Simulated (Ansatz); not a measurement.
```yaml
crystal:
  periodic: [false, false, false]
  atoms:
    - {symbol: F, position_ang: [-0.554332, 0.778303, 1.684133]}
    - {symbol: C, position_ang: [0.104357, 0.759875, 0.463691]}
    - {symbol: C, position_ang: [1.172673, -0.203212, 0.247033]}
    - {symbol: C, position_ang: [0.034030, -0.456286, -0.343486]}
    - {symbol: S, position_ang: [-0.914433, -1.492198, -1.310841]}
    - {symbol: H, position_ang: [0.076565, 1.766766, 0.051660]}
    - {symbol: H, position_ang: [2.183766, -0.494254, 0.472691]}
    - {symbol: H, position_ang: [-2.010426, -0.716093, -1.320580]}
basis:
  gaussian: {orbitals: cc-pVTZ-DK, nuclear_model: gaussian}
hamiltonian: {xc: {name: HF}}
correlation: {method: mp2}
```

```sh
$ ansatz run in.yaml --threads 2 --pin off --events-out ev --progress --plain --max-ram 4352MiB
```

Shortened log:

```
Functional definition: HF
1141 factors; integrals over basis functions are off by at most 9.9e-4 eV
mean field evaluation 1: about -16691.8669 eV, gradient 3.2e1 eV
mean field evaluation 2: about -16692.1915 eV, gradient 3.2e1 eV
mean field evaluation 4: about -16694.8814 eV, gradient 3.9e0 eV
mean field evaluation 8: about -16694.9440 eV, gradient 3.7e-1 eV
mean field -16694.94493500 eV, -613.5279101210 hartree, gradient 5.6e-6 eV, S^2 0.000000; 0 other end points of the search recorded, 0 dependent functions left out
9 core orbitals not correlated: weight in the atoms' cores, before any rotation towards them, 1.000 or more for the frozen orbitals, at most 0.000 for the correlated occupied ones
reference -16694.94493500 eV, -613.5279101210 hartree; 14, 14 occupied and 173, 173 virtual orbitals, 1141 factors
second order -24.41557028 eV of doubles, -0.00000000 eV of singles
Total energy: -16719.36050528 eV, -614.4251657795 hartree
Relativity: scalar
```

Run time 2.9 s (2 threads of an Arm Neoverse V1 on a shared host); peak host memory 0.37 GiB.
